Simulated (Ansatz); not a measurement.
The parent structure is W in the bcc (W type) structure (space group Im-3m, No. 229).

```yaml
crystal:
  lattice:
    - [-1.59176, 1.59176, 1.59176]
    - [1.59176, -1.59176, 1.59176]
    - [1.59176, 1.59176, -1.59176]
  atoms:
    - { symbol: W, position: [0.00000, 0.00000, 0.00000] }
```

Levels (all Ansatz, a program for electronic structure, PAW): PBE (420 eV, no spin-orbit coupling); r2SCAN (500 eV, no spin-orbit coupling).

Levels that relaxed their own cell: PBE and r2SCAN.

```csv
level,lattice parameter a
PBE,3.184 Å
r2SCAN,3.169 Å
```

Measured: lattice parameter a 3.16 Å (static lattice; corrected from measurement; as listed in Daniel Mejia-Rodriguez, S. B. Trickey, Phys. Rev. B (2018)).

Computed minus measured — lattice parameter a: PBE +0.7 %, r2SCAN +0.3 % (closest: r2SCAN).

No phonon test of stability was made. The final runs are not spin-polarised.
